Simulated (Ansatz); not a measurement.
**hcp Sc**

Calculation: PBE in Ansatz (plane waves, PAW).

Run with plane-wave cutoff 520 eV, 16×16×10 k mesh (along the axes of the cell as run), Fermi–Dirac smearing 0.1 eV, perturbation theory, force constants from a 4×4×2 q mesh, scalar-relativistic PAW data made under PBE.

Cell: relaxed at this level.

- zero-point energy = 0.029 eV/atom

Computing time: roughly 12 core-minutes.

Ansatz is a first-principles code.
